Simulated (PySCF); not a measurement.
C₃H₄. Atoms are numbered in the order given.

```xyz
7

C      0.0000     0.0000     1.2993
C      0.0000     0.0000     0.0000
C      0.0000     0.0000    -1.2993
H      0.6566    -0.6566     1.8603
H     -0.6566     0.6566     1.8603
H      0.6566     0.6566    -1.8603
H     -0.6566    -0.6566    -1.8603
```
Charge 0, spin multiplicity 1.

Coordinates come from a PBE0-D3(BJ)/def2-TZVP optimisation.

Method: PBE/pcSseg-2 (PySCF).

GIAO shieldings, no solvent; atoms alike by connectivity are averaged. δ = σ(ref) − σ: ¹³C against TMS (σ = 181.4 ppm); ¹H against TMS (σ = 31.47 ppm), references at their B3LYP-D3(BJ)/def2-TZVP geometries, non-relativistic.

Computed chemical shifts:
```json
[
 {"nucleus": "¹³C", "atoms": "C2", "count": "1", "δ (ppm)": "228.4"},
 {"nucleus": "¹³C", "atoms": "C1, C3", "count": "2", "δ (ppm)": "76.3"},
 {"nucleus": "¹H", "atoms": "H4, H5, H6, H7", "count": "4", "δ (ppm)": "4.86"}
]
```
